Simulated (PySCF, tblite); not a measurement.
Species: methylamine, CH5N.
Bonds: C1–N2. Hydrogens: H3, H4, H5 on C1; H6, H7 on N2.

Computed geometry: GFN2-xTB, gas phase.

Question: List the bond lengths and angles at this level.

Answer: 
```json
{"bond": "C1–N2", "length (Å)": "1.453", "order": "single"}
{"bond": "C1–H3, C1–H5", "length (Å)": "1.090", "order": "single"}
{"bond": "C1–H4", "length (Å)": "1.100", "order": "single"}
{"bond": "N2–H6, N2–H7", "length (Å)": "1.015", "order": "single"}
```

Bonds in one row agree within 0.01 Å and their mean is given. Orders are formal, as drawn. A selection of angles:
```json
{"angle": "N2–C1–H3", "degrees": "108.6"}
{"angle": "N2–C1–H4", "degrees": "114.5"}
{"angle": "H3–C1–H4", "degrees": "108.4"}
{"angle": "C1–N2–H6", "degrees": "110.3"}
{"angle": "H6–N2–H7", "degrees": "107.5"}
```

N2 (primary amine nitrogen) is pyramidal (angles 110.3°, 110.2° and 107.5°, sum 328.1°, 0.38 Å off the plane of its three neighbours).

Point group: Cs (tolerance 0.08 Å). Its GFN2-xTB frequencies are all real (lowest 347 cm⁻¹).
